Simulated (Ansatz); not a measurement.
# C₄H₄O₂: one species, many methods

Aim: compute C₄H₄O₂ with functionals from several rungs and with coupled cluster, and see how far each lands from CCSD(T) at the basis-set limit for the atomisation energy.

Computed with Ansatz 0.2.0, Gaussian basis. Level: functionals in def2-TZVPP, the program's frozen cores in correlated methods.

Levels to be run: LDA (SPW92), PBE-D4, revPBE-D4, BLYP-D4, r2SCAN-D4, B97M-V, PBE0-D4, B3LYP-D4, r2SCANh-D4, r2SCAN0-D4, HSE06-D4, BHLYP-D4, CAM-B3LYP-D4, LC-ωPBE, ωB97X-V, ωB97M-V, B2PLYP, PBE-QIDH; CCSD(T)/def2-SVP; CCSD(T)/def2-TZVPP; MP2/def2-QZVPP; extrapolation to the limit; RPA on PBE.

**1. The geometry**

All runs share one geometry, relaxed beforehand with PBE0-D4 in a triple-zeta def2 set.

10 atoms, charge 0, spin multiplicity 1.

Atoms are counted from 1 here; the program's logs count them from 0.

Bond lengths: O1–C2 1.336 Å, O1–H7 0.961 Å, C2–C3 1.357 Å, C2–O6 1.334 Å, C3–C4 1.432 Å, C3–H8 1.078 Å, C4–C5 1.348 Å, C4–H9 1.078 Å, C5–O6 1.368 Å, C5–H10 1.076 Å. Angles: C2–O1–H7 108.6°, O1–C2–C3 134.7°, O1–C2–O6 113.5°, C3–C2–O6 111.8°, C2–C3–C4 104.9°, C2–C3–H8 127.1°, C4–C3–H8 128.0°, C3–C4–C5 106.7°, C3–C4–H9 127.0°, C5–C4–H9 126.3°, C4–C5–O6 110.0°, C4–C5–H10 134.3°, O6–C5–H10 115.7°, C2–O6–C5 106.7°.

**2. LDA**

This LDA is Slater exchange with PW92 correlation.

in.yaml reads:

```yaml
crystal:
  periodic: [false, false, false]
  atoms:
    - {symbol: O, position_ang: [0.124705, -0.992496, -2.009464]}
    - {symbol: C, position_ang: [0.058299, -0.373269, -0.827311]}
    - {symbol: C, position_ang: [-0.066888, -0.784316, 0.460134]}
    - {symbol: C, position_ang: [-0.070652, 0.421843, 1.231736]}
    - {symbol: C, position_ang: [0.050711, 1.441472, 0.357721]}
    - {symbol: O, position_ang: [0.130933, 0.955820, -0.918446]}
    - {symbol: H, position_ang: [0.059714, -1.939810, -1.863338]}
    - {symbol: H, position_ang: [-0.145256, -1.799132, 0.814555]}
    - {symbol: H, position_ang: [-0.153870, 0.506830, 2.303480]}
    - {symbol: H, position_ang: [0.095604, 2.511958, 0.453831]}
basis:
  gaussian: {orbitals: def2-TZVPP}
hamiltonian: {xc: lda}
output: {orbitals: {seedname: orbitals}}
```

Run with:

```
$ ansatz run in.yaml --threads 4 --pin off --events-out ev --progress --plain --max-ram 10444MiB
```

After this run come: PBE-D4 (GGA); revPBE-D4 (GGA); BLYP-D4 (GGA); r2SCAN-D4 (meta-GGA); B97M-V (meta-GGA); B3LYP-D4 (hybrid); r2SCANh-D4 (hybrid); r2SCAN0-D4 (hybrid); HSE06-D4 (hybrid); BHLYP-D4 (hybrid); CAM-B3LYP-D4 (range-separated); LC-ωPBE (range-separated); ωB97X-V (range-separated); ωB97M-V (range-separated); B2PLYP (double hybrid); PBE-QIDH (double hybrid); CCSD(T) in def2-SVP; CCSD(T) in def2-TZVPP; MP2 in def2-QZVPP; RPA on PBE orbitals.

Q: Predict the results of all the runs planned. Wanted: atomisation energy, CCSD(T)/CBS; farthest beyond LDA; mean size of error, GGA; mean size of error, meta-GGA; mean size of error, hybrid; mean size of error, range-separated; mean size of error, double hybrid; gap, smallest and largest; T1 diagnostic.

**Answer**, as computed:

| quantity | value |
| --- | --- |
| atomisation energy, CCSD(T)/CBS | 4575.3 kJ/mol |
| functionals within 22.9 kJ/mol (0.5 %) | B97M-V, B3LYP-D4, r2SCANh-D4, ωB97X-V, PBE-QIDH |
| farthest beyond LDA | PBE-D4 (+220.6 kJ/mol) |
| mean size of error, GGA | 108.5 kJ/mol |
| mean size of error, meta-GGA | 35.7 kJ/mol |
| mean size of error, hybrid | 72.2 kJ/mol |
| mean size of error, range-separated | 30.5 kJ/mol |
| mean size of error, double hybrid | 22.0 kJ/mol |
| gap, smallest and largest | 4.59 eV (BLYP-D4), 11.54 eV (LC-ωPBE) |
| T1 diagnostic | 0.0131 |
| triples share of the correlation energy | 4.5 % |

The LDA atomisation energy is off by 872.6 kJ/mol (19 %): it overbinds. PBE-D4 is off by +220.6 kJ/mol. Double hybrids carry the basis error of their MP2 part in triple zeta, and no dispersion term here, so their miss is partly the set-up's. Taken by rung, double hybrid functionals do best (22.0 kJ/mol on average) and GGA ones worst beyond LDA (108.5 kJ/mol). The gap between the best rungs is small, so their order is not settled. Misses under about 22.9 kJ/mol are within the doubt on the reference itself, which lacks core-valence correlation, relativity and higher excitations. Hartree-Fock recovers 69 % of the binding; the rest is correlation. CCSD(T) in def2-SVP is off by -203.1 kJ/mol, which most functionals beat. The gap grows from 4.6 to 11.5 eV across the functionals, mostly with the share of exact exchange.
